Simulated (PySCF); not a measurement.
# C₄H₂O₂: excited-state relaxation

Aim: compute the excited-state relaxation of C₄H₂O₂ (`O=c1ccc1=O`).

Programs: PySCF 2.14.0, with routines of our own; each step states its level. All values are computed. Atoms count from 0.

### Step 1. The system as given

8 atoms, charge 0, multiplicity 1; geometry from: CAM-B3LYP/def2-SVP.

### Step 2. Excited-state relaxation: TDA CAM-B3LYP/def2-SVP

Job settings and geometry (Å):

```
{"job": {"kind": "xopt", "state": "S1", "method": "TDA", "freq": false, "xc": "CAM-B3LYP", "basis": "def2-SVP", "grid": 1}, "charge": 0, "multiplicity": 1}
O     -1.550648     1.519934    -0.032560
C     -0.695585     0.696251    -0.029015
C     -0.621733    -0.812851    -0.009896
C      0.727632    -0.847345    -0.020586
C      0.878924     0.656336    -0.039304
O      1.774021     1.436297    -0.055022
H     -1.386474    -1.589780     0.006234
H      1.451010    -1.663087    -0.016145
```

Method: TDA CAM-B3LYP/def2-SVP excited-state geometry optimisation, gas phase.

Started as:

```sh
OMP_NUM_THREADS=1 python excited_run.py task.json out
```

This one command runs all jobs of the session in turn.

Output:

```text
final grid: 36024 points
cycle   1  E = -303.3561704437  dE =  1.371e+00  |g| = 1.153e+00  |ddm| = 3.524e+00
cycle   2  E = -302.4988154008  dE =  8.574e-01  |g| = 2.451e+00  |ddm| = 3.677e+00
cycle   3  E = -303.6389262988  dE = -1.140e+00  |g| = 8.404e-02  |ddm| = 2.594e+00
cycle   4  E = -303.6403757055  dE = -1.449e-03  |g| = 4.411e-02  |ddm| = 1.515e-01
cycle   5  E = -303.6408840918  dE = -5.084e-04  |g| = 1.052e-02  |ddm| = 5.972e-02
cycle   6  E = -303.6409199913  dE = -3.590e-05  |g| = 4.727e-03  |ddm| = 1.948e-02
cycle   7  E = -303.6409276464  dE = -7.655e-06  |g| = 1.098e-03  |ddm| = 1.373e-02
cycle   8  E = -303.6409282535  dE = -6.071e-07  |g| = 1.733e-04  |ddm| = 3.642e-03
cycle   9  E = -303.6409282657  dE = -1.216e-08  |g| = 1.283e-04  |ddm| = 6.409e-04
cycle  10  E = -303.6409282688  dE = -3.132e-09  |g| = 2.543e-05  |ddm| = 1.447e-04
cycle  11  E = -303.6409282690  dE = -1.510e-10  |g| = 9.931e-06  |ddm| = 6.174e-05
converged SCF energy = -303.6409282690

vertical S1 at the ground-state geometry: 3.5351 eV
step    E(state)/Eh    max force   excitation/eV  root
  0    -303.50595862   0.100738     3.6245      1
  1    -303.54685428   0.060251     1.5957      1
  2    -303.55631903   0.050823     0.9660      1
  3    -303.56011508   0.023233     0.3303      1
optimisation not converged (near crossing with ground state)
```

It took 30 s on 1 thread of Intel Xeon Platinum 8488C, shared host; peak memory 0.52 GiB.

Why it failed: The excited state lay within 0.8 eV of the ground state, the driver's bar for a possible crossing, so it stopped. Cure: use a multireference or spin-flip method there. Numbers from the part that failed are no properties of the molecule.

### Step 3. Excited-state relaxation: UKS CAM-B3LYP/def2-SVP

The job, as its differences from that of step 2:

```diff
@@ -1,2 +1,2 @@
-{"job": {"kind": "xopt", "state": "S1", "method": "TDA", "freq": false, "xc": "CAM-B3LYP", "basis": "def2-SVP", "grid": 1}, "charge": 0, "multiplicity": 1}
+{"job": {"kind": "xopt", "state": "T1", "method": "UKS", "freq": false, "xc": "CAM-B3LYP", "basis": "def2-SVP", "grid": 1}, "charge": 0, "multiplicity": 1}
 O     -1.550648     1.519934    -0.032560
```

With the program's defaults for keys left out, this is: UKS CAM-B3LYP/def2-SVP excited-state geometry optimisation, gas phase.

Output:

```text
final grid: 36024 points
cycle   1  E = -303.3561704437  dE =  1.371e+00  |g| = 1.153e+00  |ddm| = 3.524e+00
cycle   2  E = -302.4988154008  dE =  8.574e-01  |g| = 2.451e+00  |ddm| = 3.677e+00
cycle   3  E = -303.6389262988  dE = -1.140e+00  |g| = 8.404e-02  |ddm| = 2.594e+00
cycle   4  E = -303.6403757055  dE = -1.449e-03  |g| = 4.411e-02  |ddm| = 1.515e-01
cycle   5  E = -303.6408840918  dE = -5.084e-04  |g| = 1.052e-02  |ddm| = 5.972e-02
cycle   6  E = -303.6409199913  dE = -3.590e-05  |g| = 4.727e-03  |ddm| = 1.948e-02
cycle   7  E = -303.6409276464  dE = -7.655e-06  |g| = 1.098e-03  |ddm| = 1.373e-02
cycle   8  E = -303.6409282535  dE = -6.071e-07  |g| = 1.733e-04  |ddm| = 3.642e-03
cycle   9  E = -303.6409282657  dE = -1.216e-08  |g| = 1.283e-04  |ddm| = 6.409e-04
cycle  10  E = -303.6409282688  dE = -3.132e-09  |g| = 2.543e-05  |ddm| = 1.447e-04
cycle  11  E = -303.6409282690  dE = -1.510e-10  |g| = 9.931e-06  |ddm| = 6.174e-05
converged SCF energy = -303.6409282690

vertical T1 at the ground-state geometry: 3.2869 eV
step    E(state)/Eh    max force   <S^2>
  0    -303.51672132   0.052620    2.0138
  1    -303.52109752   0.013967    2.0149
  2    -303.52199475   0.015706    2.0165
  3    -303.52106079   0.026729    2.0218
  4    -303.52289343   0.007711    2.0147
  5    -303.52333074   0.003514    2.0147
  6    -303.52340596   0.001527    2.0147
  7    -303.52344715   0.001236    2.0146
  8    -303.52346603   0.000647    2.0147
  9    -303.52347555   0.000702    2.0147
 10    -303.52347787   0.000772    2.0147
 11    -303.52348120   0.000700    2.0147
 12    -303.52348618   0.000657    2.0147
 13    -303.52348943   0.000591    2.0146
 14    -303.52349312   0.000586    2.0146
 15    -303.52349743   0.000465    2.0146
 16    -303.52350017   0.000274    2.0146
optimisation converged
vertical emission 3.0962 eV, adiabatic 3.1954 eV, Stokes shift 0.1907 eV, reorganisation 0.0915 (excited) and 0.0992 eV (ground)
```

Wall time 1.7 min (1 thread of Intel Xeon Platinum 8488C, shared host); peak memory 0.49 GiB.

From this job:

```tsv
quantity	value
vertical gap at the ground-state geometry, T1	3.29 eV
adiabatic energy, T1	3.20 eV
vertical gap at the relaxed geometry, T1	3.10 eV
difference of the two gaps, T1	0.19 eV
geometry moved (RMSD), T1	0.039 Å
```

Bonds of the start that changed most:

```tsv
bond	start (Å)	end (Å)
C4–C1	1.575	1.520
C4–O5	1.187	1.211
O0–C1	1.187	1.211
C1–C2	1.511	1.532
C3–C4	1.511	1.532
C2–C3	1.350	1.340
```

Mulliken spin populations:

```tsv
atom	value (e)
O0	0.57
C1	0.28
C2	0.15
C3	0.15
C4	0.28
O5	0.57
H6	-0.01
H7	-0.01
```

### Step 4. Outcome

| quantity | value |
| --- | --- |
| vertical gap at the ground-state geometry, T1 (step 3, UKS CAM-B3LYP/def2-SVP) | 3.29 eV |
| adiabatic energy, T1 (step 3, UKS CAM-B3LYP/def2-SVP) | 3.20 eV |
| vertical gap at the relaxed geometry, T1 (step 3, UKS CAM-B3LYP/def2-SVP) | 3.10 eV |
| difference of the two gaps, T1 (step 3, UKS CAM-B3LYP/def2-SVP) | 0.19 eV |
| runs | 1 failed, 0 ended on unsound input |

Where no frequencies were run, the relaxed excited state may be a saddle. In step 3 (excited-state relaxation), among the bonds C4–C1 changes most, from 1.575 to 1.520 Å.
